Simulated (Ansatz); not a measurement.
Species: H2N, SMILES `[NH2]` (charge 0, multiplicity 2).

Task: Give a relaxed geometry from CAM-B3LYP-D3(BJ)/def2-TZVP (Ansatz, an electronic-structure program).

Result: the end point of this relaxation (outside a Z-matrix the atoms follow the SMILES, hydrogens last).
Z-matrix (Å, degrees):
```
N
H 1 1.0260
H 1 1.0260 2 103.73
```
